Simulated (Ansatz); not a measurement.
**Worked example: the enthalpy of formation of C2H4Cl2 (1,2-dichloroethane)**

C2H4Cl2: 8 atoms, total charge 0, spin state singlet. SMILES: `ClCCCl`. Geometry: relaxed at PBE0-D4/def2-TZVP. This is one conformer, not always the lowest.

Total energies at BHLYP/6-31G* (spherical functions) (Ansatz 0.2.0); the atoms run unrestricted:

```tsv
species	state	energy (Eh)
C2H4Cl2	singlet	-998.928776
Cl	doublet	-460.124695
C	triplet	-37.834540
H	doublet	-0.496834
```

Harmonic wavenumbers at PBE0-D4/def2-TZVP, in cm⁻¹: 115, 262, 414, 687, 708, 900, 961, 1061, 1164, 1232, 1315, 1340, 1462, 1464, 3086, 3094, 3149, 3163.

Measured heats of formation of the gaseous atoms at 298.15 K, in kJ/mol: Cl 121.3, C 716.9, H 218.0. Spin-orbit lowering of the atoms at 298 K (mean of the ground term's levels less their thermal mean, from spectra), in kJ/mol: Cl 3.44, C 0.02. Take 1 Eh = 2625.50 kJ/mol, 1 cm⁻¹ = 0.0119627 kJ/mol, RT = 2.479 kJ/mol.

Question: What heat of formation follows?

Answer: 
1. Electronic atomisation energy: 2 × (-460.124695) + 2 × (-37.834540) + 4 × (-0.496834) − (-998.928776) = 1.022970 Eh = 2685.8 kJ/mol.
2. Zero-point energy: half the sum of the wavenumbers, 12788.5 cm⁻¹ = 153.0 kJ/mol.
3. Thermal vibrational enthalpy, Σ hcν̃/(exp(hcν̃/kT) − 1): 5.0 kJ/mol. Translation, rotation and pV of a non-linear molecule: 4 RT = 9.9 kJ/mol.
4. The 8 free atoms carry 5/2 RT each: 49.6 kJ/mol.
5. Spin-orbit coupling lowers the free atoms by 2 × 3.44 + 2 × 0.02 = 6.9 kJ/mol.
6. Atomisation enthalpy at 298 K: 2685.8 − 6.9 − 153.0 − 5.0 − 9.9 + 49.6 = 2560.6 kJ/mol.
7. Sum of the atoms' heats of formation: 2548.4 kJ/mol. Heat of formation: 2548.4 − 2560.6 = -12.2 kJ/mol.

The tabulated value is -130.1 kJ/mol (Active Thermochemical Tables), so this level is off by +117.9 kJ/mol, or 4.4 % of the atomisation enthalpy. Hybrids with much exact exchange underbind. Anharmonicity and any spin-orbit splitting of the molecule are left out.
